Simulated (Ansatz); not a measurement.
## Rock-salt PbSe: polycrystal shear modulus by level of theory

No measured value is used here.

| level (code) | value (GPa) | cell (Å³/atom) |
|---|---|---|
| PBE (Ansatz) | 27.3 | 30.05 |
| r²SCAN (Ansatz) | [?] | 29.47 |
| B3LYP (VWN-RPA form) (Ansatz) | 27.5 | 31.15 |

Problem. Fill in the missing entries.

Solution. 
- r²SCAN (Ansatz, a quantum-chemistry and plane-wave program), value (GPa): 29.5

Density-functional levels without +SOC have no spin–orbit coupling. Each level is taken at its own relaxed cell. Cutoffs and k meshes differ between the levels. Ansatz's density-functional and Hartree–Fock values are scalar-relativistic unless marked +SOC, with PAW data made under PBE.
